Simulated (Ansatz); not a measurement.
# C4H5F: small, medium and large basis sets

One table from this session's results is given with a row withheld; the runs are named, their logs left out.

Computed with Ansatz 0.2.0, Gaussian basis. Level: one geometry, several basis sets.

Plan: PBE0-D4/def2-SVP; ωB97M-V/def2-SVP; PBE0-D4/def2-QZVPP; ωB97M-V/def2-QZVPP; the functionals' def2-TZVPP values are taken from earlier runs.

## The relaxed structure

An earlier PBE0-D4 in a triple-zeta def2 set relaxation fixed the geometry.

SMILES `C#CC(C)F`, 10 atoms, charge 0, spin multiplicity 1.

Atoms are counted from 1 here; the program's logs count them from 0.

Bond lengths: C1–C2 1.199 Å, C1–H6 1.065 Å, C2–C3 1.457 Å, C3–C4 1.512 Å, C3–F5 1.390 Å, C3–H7 1.096 Å, C4–H8 1.091 Å, C4–H9 1.091 Å, C4–H10 1.090 Å. Angles: C2–C1–H6 179.5°, C1–C2–C3 178.6°, C2–C3–C4 112.7°, C2–C3–F5 109.4°, C2–C3–H7 108.9°, C4–C3–F5 108.9°, C4–C3–H7 110.3°, F5–C3–H7 106.4°, C3–C4–H8 109.6°, C3–C4–H9 110.0°, C3–C4–H10 110.1°, H8–C4–H9 109.0°, H8–C4–H10 109.3°, H9–C4–H10 108.8°.

The first run:

in.yaml reads:

```yaml
crystal:
  periodic: [false, false, false]
  atoms:
    - {symbol: C, position_ang: [-1.549007, 1.663751, -0.194152]}
    - {symbol: C, position_ang: [-0.599212, 0.940606, -0.307956]}
    - {symbol: C, position_ang: [0.557685, 0.060529, -0.411225]}
    - {symbol: C, position_ang: [0.499427, -1.094912, 0.562662]}
    - {symbol: F, position_ang: [0.642065, -0.443008, -1.703641]}
    - {symbol: H, position_ang: [-2.393373, 2.305594, -0.102536]}
    - {symbol: H, position_ang: [1.467203, 0.650289, -0.248875]}
    - {symbol: H, position_ang: [1.381356, -1.724472, 0.436815]}
    - {symbol: H, position_ang: [0.473795, -0.719343, 1.586812]}
    - {symbol: H, position_ang: [-0.396838, -1.690133, 0.384998]}
basis:
  gaussian: {orbitals: def2-SVP}
hamiltonian: {xc: pbe0, dispersion: d4}
output: {orbitals: {seedname: orbitals}}
```

Launch:

```bash
> ansatz run in.yaml --threads 2 --pin off --events-out ev --progress --plain --max-ram 4352MiB
```

Steps of the session up to this table: PBE0-D4 in def2-SVP; ωB97M-V in def2-SVP; PBE0-D4 in def2-QZVPP; ωB97M-V in def2-QZVPP.

One table of the session follows, with a row left open; its other results are not shown here.

It belongs to the step «Functionals by basis». 

```
functional       basis  HOMO (eV)  LUMO (eV)
   PBE0-D4    def2-SVP      -8.06       0.59
   PBE0-D4  def2-TZVPP      -8.13       0.30
   PBE0-D4  def2-QZVPP      -8.15       0.18
   ωB97M-V    def2-SVP     -10.34       2.84
   ωB97M-V  def2-TZVPP     -10.41       2.38
   ωB97M-V  def2-QZVPP          ?          ?
```

**Question.** Estimate the row for ωB97M-V, def2-QZVPP.

As computed: HOMO (eV): -10.43; LUMO (eV): 1.75. In the column «HOMO (eV)» it is the lowest.
